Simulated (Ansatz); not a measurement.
# How the equilibrium lattice constant a of As (model structure, started from the diamond type, Fd-3m, No. 227, 2 atoms in the cell) moves with the method

No measured value is used here.

| level (code) | value (Å) |
|---|---|
| PBE (Ansatz) | [?] |
| PBEsol (Ansatz) | 6.002 |
| PBE-D3(BJ) (Ansatz) | 6.017 |
| r²SCAN (Ansatz) | 6.055 |

### Question
Complete the blanks.

### Answer

- PBE (Ansatz, an electronic-structure program), value (Å): 6.107

Ansatz's density-functional and Hartree–Fock values are scalar-relativistic unless marked +SOC, with PAW data made under PBE.

A model structure was made by putting elements into a prototype or built by hand; it is no filed structure, need not be a known phase, and can be a saddle point held by its symmetry.
